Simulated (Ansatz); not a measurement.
OH⁻ ··· C₂H₆

The pair of OH⁻ (SMILES [OH-], atoms 1–2) and C₂H₆ (SMILES CC, atoms 3–10), both closed shells, in one local arrangement (a lower one may exist), relaxed at PBE0-D4/def2-TZVPD:

O1  (-0.404, -0.573, -2.556)
H2  (0.193, -0.070, -3.119)
C3  (0.536, 0.583, 0.946)
C4  (-0.495, -0.433, 0.483)
H5  (0.573, 0.702, 2.037)
H6  (1.537, 0.297, 0.609)
H7  (0.330, 1.567, 0.512)
H8  (-0.483, -0.507, -0.628)
H9  (-1.501, -0.144, 0.809)
H10  (-0.285, -1.422, 0.907)
(Å)

Ansatz 0.2.0; basis: def2-TZVPPD, with def2-QZVPPD for the basis limit; cores frozen in the correlated methods. B3LYP uses VWN-RPA correlation. Extrapolation: Hartree–Fock as exp(−7.88 √X), correlation as X^−2.97. Interaction energies count from these two fragments, frozen as in the pair, with the counterpoise correction; negative means bound.

What is the interaction energy by CCSD(T) at an estimated basis limit (MP2 extrapolated from triple and quadruple zeta, plus CCSD(T) − MP2 in triple zeta)? (An estimate is asked for; the value comes from the calculation.)

By the calculation: -7.09 kcal/mol. Hartree–Fock alone gives -4.30 kcal/mol at the basis limit. It counts from the two fragments frozen as in the pair.

The same quantity by other methods in triple zeta, and each one's difference from that estimate:
```json
{"method": "PBE-D4", "E_int (kcal/mol)": "-8.20", "difference": "-1.11"}
{"method": "revPBE-D4", "E_int (kcal/mol)": "-7.93", "difference": "-0.83"}
{"method": "BLYP-D4", "E_int (kcal/mol)": "-7.40", "difference": "-0.31"}
{"method": "r2SCAN-D4", "E_int (kcal/mol)": "-7.72", "difference": "-0.63"}
{"method": "B97M-V", "E_int (kcal/mol)": "-7.27", "difference": "-0.18"}
{"method": "PBE0-D4", "E_int (kcal/mol)": "-8.05", "difference": "-0.96"}
{"method": "B3LYP-D4", "E_int (kcal/mol)": "-7.60", "difference": "-0.51"}
{"method": "HSE06-D4", "E_int (kcal/mol)": "-8.06", "difference": "-0.97"}
{"method": "wB97X-V", "E_int (kcal/mol)": "-6.99", "difference": "0.10"}
{"method": "wB97M-V", "E_int (kcal/mol)": "-7.22", "difference": "-0.12"}
{"method": "B2PLYP", "E_int (kcal/mol)": "-6.19", "difference": "0.91"}
{"method": "HF", "E_int (kcal/mol)": "-4.27", "difference": "2.83"}
{"method": "MP2", "E_int (kcal/mol)": "-6.22", "difference": "0.87"}
{"method": "CCSD", "E_int (kcal/mol)": "-6.16", "difference": "0.93"}
{"method": "CCSD(T)", "E_int (kcal/mol)": "-6.54", "difference": "0.55"}
```
Differences are method less estimate.

Which atoms make the shortest contact between the fragments?

O1 and H8, 1.93 Å apart.

Energy to bend the free fragments (PBE0-D4 minima) into their shapes in the pair, CCSD(T)/def2-TZVPPD: OH⁻ 0.00 kcal/mol; C₂H₆ 0.37 kcal/mol. This must be added to the interaction energy to get the binding energy from relaxed fragments.

Basis-set superposition shift (counterpoise-corrected less uncorrected): CCSD(T) 0.70; MP2 0.69; HF 0.02; PBE0-D4 0.13; wB97M-V 0.09 kcal/mol.

The T1 diagnostic stays at or below 0.026.

For scale, one of the runs: CCSD(T)/def2-TZVPPD, 233 basis functions, launched by `ansatz run in.yaml --threads 4 --pin off --events-out ev --progress --plain --max-ram 9574MiB`. Hardware: 4 CPU threads of an Intel Xeon, shared host. Wall time 37 s; peak host memory 4.3 GiB.
